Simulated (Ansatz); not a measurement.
Process, species as SMILES: [O-][N+]#N → 2 N atom + O atom
B3LYP-D3(BJ)/def2-TZVP geometries, fixed; electronic energies without zero-point terms.

Basis-set convergence of the atomisation energy at PBE0 with Ansatz (a program for electronic structure). Cartesian d functions, on some or all atoms, in 6-31+G*; all else is spherical. The program fits the integrals of some runs and decomposes those of others, by size. Open shells are unrestricted. No added dispersion term, no relativity. Functions are those of the species that has most. Reference: the value in aug-pcseg-3, 276.41 kcal/mol, itself unsure by roughly 0.26 kcal/mol (its mean distance from aug-cc-pVQZ, cc-pV5Z, def2-QZVPPD). Deviations are taken from unrounded values.

```
basis              functions
-----------------  ---------
cc-pVDZ                   42
6-31+G*                   57
def2-SVPD                 63
6-311+G**                 66
6-311++G(2d,2p)           81
cc-pVTZ                   90
def2-TZVPPD              114
6-311++G(3df,3pd)        117
cc-pVQZ                  165
def2-QZVPPD              192
cc-pV5Z                  273
```

Task: Which is the smallest set listed that can be trusted to 4 kcal/mol here, that is, within that of the reference together with its larger relatives (same family, alike in diffuse functions; a set with none to test it counts only in the reference's own line)?

Result: The smallest set listed that lies within 4 kcal/mol of the reference with all its larger relatives (same family, alike in diffuse functions; a set with none counts only in the reference's own line) is def2-SVPD (63 functions, 2.23 kcal/mol off). Inside, with no larger relative to test it: 6-311++G(3df,3pd). Value minus reference: cc-pVDZ -6.62, 6-31+G* -9.81, def2-SVPD 2.23, 6-311+G** -8.90, 6-311++G(2d,2p) -4.77, cc-pVTZ -0.71, def2-TZVPPD -0.86, 6-311++G(3df,3pd) 0.30, cc-pVQZ 0.17, def2-QZVPPD -0.55, cc-pV5Z -0.07 kcal/mol.
